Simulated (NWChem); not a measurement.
# SiS (SMILES [Si-]#[S+]): M06-HF/STO-3G (COSMO-KS cs2), part 2 of 2

NWChem 7.3.0. Earlier steps stand in the parts before.

### Step 3. The distorted shape at the same level

calc.nw reads:

```
start calc
memory stack 880 mb heap 220 mb global 1100 mb

geometry noautoz
 Si    0.066965   -0.062748   -0.057583
 S     0.048479   -0.067600    1.970442
end

basis spherical
 * library STO-3G
end

cosmo
 solvent cs2
 do_cosmo_ks true
end

dft
 xc m06-hf
 grid fine
 mulliken
 print medium
end

task dft gradient
```

Command:

```bash
$ nwchem calc.nw > calc.out
```

Standard output:

```text
Northwest Computational Chemistry Package (NWChem) 7.3.0
             --------------------------------------------------------

           Job information
           ---------------

    nwchem branch   = 7.3.0
    use scalapack   = T
    input           = calc.nw
    prefix          = calc.
    data base       = ./calc.db
    status          = startup
    nproc           =        1

           Memory information
           ------------------

    heap     =     28835840 doubles =      220.0 Mbytes
    stack    =    115343357 doubles =      880.0 Mbytes
    global   =    144179200 doubles =     1100.0 Mbytes (distinct from heap & stack)
    total    =    288358397 doubles =     2200.0 Mbytes
    verify   = yes
    hardfail = no

           Directory information
           ---------------------

  0 permanent = .
  0 scratch   = .

                                NWChem Input Module
                                -------------------

 Scaling coordinates for geometry "geometry" by  1.889725989
 (inverse scale =  0.529177249)

 ORDER OF PRIMARY AXIS IS BEING SET TO 4
 C4V symmetry detected

                             Geometry "geometry" -> ""
                             -------------------------

 Output coordinates in angstroms (scale by  1.889725989 to convert to a.u.)

  No.       Tag          Charge          X              Y              Z
 ---- ---------------- ---------- -------------- -------------- --------------
    1 Si                  14.0000     0.00000000     0.00000000    -1.08166136
    2 S                   16.0000     0.00000000     0.00000000     0.94645369

      Atomic Mass
      -----------

      Si                27.976930
      S                 31.972070

 Effective nuclear repulsion energy (a.u.)      58.4462422419

            Nuclear Dipole moment (a.u.)
            ----------------------------
        X                 Y               Z
 ---------------- ---------------- ----------------
     0.0000000000     0.0000000000    -0.0000000000

      Symmetry information
      --------------------

 Group name             C4v
 Group number             18
 Group order               8
 No. of unique centers     2

      Symmetry unique atoms

     1    2

            XYZ format geometry
            -------------------
     2
 geometry
 Si                    0.00000000     0.00000000    -1.08166136
 S                     0.00000000     0.00000000     0.94645369

 ==============================================================================
                                internuclear distances
 ------------------------------------------------------------------------------
       center one      |      center two      | atomic units |  angstroms
 ------------------------------------------------------------------------------
    2 S                |   1 Si               |     3.83258  |     2.02812
 ------------------------------------------------------------------------------
                         number of included internuclear distances:          1
 ==============================================================================

 Summary of "ao basis" -> "" (spherical)
 ------------------------------------------------------------------------------
       Tag                 Description            Shells   Functions and Types
 ---------------- ------------------------------  ------  ---------------------
 *                           STO-3G                   on all atoms

                                 NWChem DFT Module
                                 -----------------

                      Basis "ao basis" -> "ao basis" (spherical)
                      -----
  [basis functions not shown]

 Summary of "ao basis" -> "ao basis" (spherical)
 ------------------------------------------------------------------------------
       Tag                 Description            Shells   Functions and Types
 ---------------- ------------------------------  ------  ---------------------
 Si                          STO-3G                  5        9   3s2p
 S                           STO-3G                  5        9   3s2p

 Summary of "ao basis" -> "ao basis" (spherical)
 ------------------------------------------------------------------------------
       Tag                 Description            Shells   Functions and Types
 ---------------- ------------------------------  ------  ---------------------
 Si                          STO-3G                  5        9   3s2p
 S                           STO-3G                  5        9   3s2p

      Symmetry analysis of basis
      --------------------------

        a1         10
        a2          0
        b1          0
        b2          0
        e           8

 in cosmo_initialize ...
 calling solv_data for solv:cs2

 solvent parameters
 solvname_short: cs2
 solvname_long:  carbon disulfide
 dielec:        2.6105

          ---------------
          -cosmo- solvent
          ---------------
 Cosmo: Klamt-Schuurmann, doi: 10.1039/P29930000799
 SES surface, doi: 10.1002/jcc.540151009, ??
 dielectric constant -eps-     =   2.61
 screen = (eps-1)/(eps+1/2)    =   0.51776
 surface charge correction     = scale

  solvent excluded surface
 --------------------------

[... 31 lines left out ...]
          Convergence on energy requested:  1.00D-06
          Convergence on density requested:  1.00D-05
          Convergence on gradient requested:  5.00D-04
[... 19 lines left out ...]
          Spatial weights used:  Erf1
[... 1 line left out ...]
          Convergence Information
[... 1 line left out ...]
          Convergence aids based upon iterative change in
          total energy or number of iterations.
[... 66 lines left out ...]
   convergence    iter        energy       DeltaE   RMS-Dens  Diis-err    time
[... 16 lines left out ...]
   convergence    iter        energy       DeltaE   RMS-Dens  Diis-err    time
[... 9 lines left out ...]
         Total DFT energy =     -679.860978245081
      One electron energy =    -1064.608108500628
           Coulomb energy =      373.094627363982
    Exchange-Corr. energy =      -46.814418431560
 Nuclear repulsion energy =       58.446242241854
[... 1 line left out ...]
             COSMO energy =        0.020679081270
[... 8 lines left out ...]
                 gas phase energy =      -679.858995485632
                 sol phase energy =      -679.860978245081
 (electrostatic) solvation energy =         0.001982759449 (    1.24 kcal/mol)
[... 12 lines left out ...]
                       DFT Final Molecular Orbital Analysis
[... 106 lines left out ...]
 Vector   15  Occ=2.000000D+00  E=-2.232748D-01  Symmetry=e
              MO Center=  5.2D-24,  7.9D-24,  5.1D-01, r^2= 1.7D+00
   Bfn.  Coefficient  Atom+Function         Bfn.  Coefficient  Atom+Function
  ----- ------------  ---------------      ----- ------------  ---------------
    17      0.740944  2 S  py                16      0.484501  2 S  px
     8      0.363409  1 Si py                 7      0.237632  1 Si px
    13     -0.229740  2 S  py                12     -0.150226  2 S  px
     4     -0.129615  1 Si py                 3     -0.084755  1 Si px

 Vector   16  Occ=0.000000D+00  E= 1.812609D-01  Symmetry=e
              MO Center=  3.0D-23, -1.8D-23, -6.5D-01, r^2= 2.0D+00
   Bfn.  Coefficient  Atom+Function         Bfn.  Coefficient  Atom+Function
  ----- ------------  ---------------      ----- ------------  ---------------
     7      0.820830  1 Si px                 8     -0.476275  1 Si py
    16     -0.475022  2 S  px                 3     -0.274733  1 Si px
    17      0.275624  2 S  py                 4      0.159410  1 Si py
    12      0.139728  2 S  px                13     -0.081075  2 S  py

 Vector   17  Occ=0.000000D+00  E= 1.812609D-01  Symmetry=e
              MO Center= -2.5D-24, -4.4D-24, -6.5D-01, r^2= 2.0D+00
   Bfn.  Coefficient  Atom+Function         Bfn.  Coefficient  Atom+Function
  ----- ------------  ---------------      ----- ------------  ---------------
     8      0.820830  1 Si py                 7      0.476275  1 Si px
    17     -0.475022  2 S  py                 4     -0.274733  1 Si py
    16     -0.275624  2 S  px                 3     -0.159410  1 Si px
    13      0.139728  2 S  py                12      0.081075  2 S  px

 Vector   18  Occ=0.000000D+00  E= 4.437179D-01  Symmetry=a1
              MO Center= -1.2D-18, -2.2D-18, -2.3D-01, r^2= 1.9D+00
   Bfn.  Coefficient  Atom+Function         Bfn.  Coefficient  Atom+Function
  ----- ------------  ---------------      ----- ------------  ---------------
     9      1.034539  1 Si pz                18      0.920399  2 S  pz
    15     -0.507797  2 S  s                  6      0.481078  1 Si s
     5     -0.299206  1 Si pz                14     -0.243650  2 S  pz
     2     -0.098148  1 Si s                 11      0.082841  2 S  s
     1      0.030360  1 Si s                 10     -0.029285  2 S  s

     ---------------------------------------------
      Total Density - Mulliken Population Analysis
     ---------------------------------------------

    Atom       Charge   Shell Charges
 -----------   ------   -------------------------------------------------------
    1 Si  14    13.71   2.00  2.00  5.89  1.91  1.92
    2 S   16    16.29   2.00  2.00  5.97  1.94  4.38

     -------------------------------------------
      Total Density - Lowdin Population Analysis
     -------------------------------------------

    Atom       Charge   Shell Charges
 -----------   ------   -------------------------------------------------------
    1 Si  14    13.75   2.00  2.00  5.82  1.89  2.05
    2 S   16    16.25   2.00  2.00  5.94  1.90  4.41

 center of mass
 --------------
 x =   0.00000000 y =   0.00000000 z =  -0.00004667

 moments of inertia (a.u.)
 ------------------
         219.165261217378           0.000000000000           0.000000000000
           0.000000000000         219.165261217378           0.000000000000
           0.000000000000           0.000000000000           0.000000000000

     Multipole analysis of the density
     ---------------------------------

     L   x y z        total         alpha         beta         nuclear
     -   - - -        -----         -----         ----         -------
     0   0 0 0     -0.000000    -15.000000    -15.000000     30.000000

     1   1 0 0      0.000000      0.000000      0.000000      0.000000
[... 8 lines of this table left out ...]
     2   0 0 2    -17.612760    -63.644129    -63.644129    109.675497

            General Information
            -------------------
          SCF calculation type: DFT
          Wavefunction type:  closed shell.
          No. of atoms     :     2
          No. of electrons :    30
           Alpha electrons :    15
            Beta electrons :    15
          Charge           :     0
          Spin multiplicity:     1
          Use of symmetry is: on ; symmetry adaption is: on
          Maximum number of iterations:  50
          AO basis - number of functions:    18
                     number of shells:    10
          Convergence on energy requested:  1.00D-06
          Convergence on density requested:  1.00D-05
          Convergence on gradient requested:  5.00D-04

              XC Information
              --------------
                       M06-HF Method XC Functional
                     Hartree-Fock (Exact) Exchange  1.000
                        M06-HF Exchange Functional  1.000
                      M06-HF Correlation Potential  1.000

             Grid Information
             ----------------
          Grid used for XC integration:  fine
          Radial quadrature: Mura-Knowles
          Angular quadrature: Lebedev.
          Tag              B.-S. Rad. Rad. Pts. Rad. Cut. Ang. Pts.
          ---              ---------- --------- --------- ---------
          Si                  1.10      123           7.0       770
          S                   1.00      123           7.0       770
          Grid pruning is: on
          Number of quadrature shells:   246
          Spatial weights used:  Erf1

          Convergence Information
          -----------------------
          Convergence aids based upon iterative change in
          total energy or number of iterations.
          Levelshifting, if invoked, occurs when the
          HOMO/LUMO gap drops below (HL_TOL):  1.00D-02
          DIIS, if invoked, will attempt to extrapolate
          using up to (NFOCK): 10 stored Fock matrices.

                    Damping( 0%)  Levelshifting(0.5)       DIIS
                  --------------- ------------------- ---------------
          dE  on:    start            ASAP                start
          dE off:    2 iters         50 iters            50 iters

      Screening Tolerance Information
      -------------------------------
          Density screening/tol_rho:  1.00D-10
          AO Gaussian exp screening on grid/accAOfunc:  14
          CD Gaussian exp screening on grid/accCDfunc:  20
          XC Gaussian exp screening on grid/accXCfunc:  20
          Schwarz screening/accCoul:  1.00D-08

                            NWChem DFT Gradient Module
                            --------------------------

  charge          =   0.00
  wavefunction    = closed shell

  Using symmetry

                         DFT ENERGY GRADIENTS

    atom               coordinates                        gradient
                 x          y          z           x          y          z
   1 Si      0.000000   0.000000  -2.044044    0.000000   0.000000  -0.106913
   2 S       0.000000   0.000000   1.788538    0.000000   0.000000   0.106913

                 ----------------------------------------
                 |  Time  |  1-e(secs)   |  2-e(secs)   |
                 ----------------------------------------
                 |  CPU   |       0.01   |       0.23   |
                 ----------------------------------------
                 |  WALL  |       0.01   |       0.23   |
                 ----------------------------------------

 Task  times  cpu:        2.1s     wall:        2.1s
 Total times  cpu:        2.1s     wall:        2.1s
```

It took 2.7 s on 1 thread of Intel Xeon Platinum 8259CL at 2.50GHz (Skylake/Cascade Lake), shared host; peak memory 0.18 GiB.

### Step 4. Outcome

The summary covers parts 1 to 2.

At M06-HF/STO-3G (COSMO-KS cs2):

| quantity | value |
| --- | --- |
| first shape: total energy | -679.87598 Eh |
| first shape: dipole moment | 1.92 D |
| first shape: HOMO energy | -6.60 eV |
| first shape: LUMO energy | 5.30 eV |
| first shape: HOMO–LUMO gap | 11.90 eV |
| first shape: solvent term in the energy | -4.2 kJ/mol |
| first shape: largest force on an atom | 2.536 eV/Å |
| distorted shape: total energy | -679.86098 Eh |
| distorted shape: dipole moment | 2.32 D |
| distorted shape: HOMO energy | -6.08 eV |
| distorted shape: LUMO energy | 4.93 eV |
| distorted shape: HOMO–LUMO gap | 11.01 eV |
| distorted shape: solvent term in the energy | -5.2 kJ/mol |
| distorted shape: largest force on an atom | 5.498 eV/Å |
| energy change with the Si1–S2 bond stretched from 1.929 to 2.028 Å | 0.408 eV |

In words: With the Si1–S2 bond stretched from 1.929 to 2.028 Å the energy rises by 0.41 eV (9.4 kcal/mol). The first shape isn't relaxed at this level, so the change isn't measured from a minimum. The minimal basis adds a large error of its own. The largest force (first shape) is 2.54 eV/Å: the shape isn't a stationary point for this species at this level.
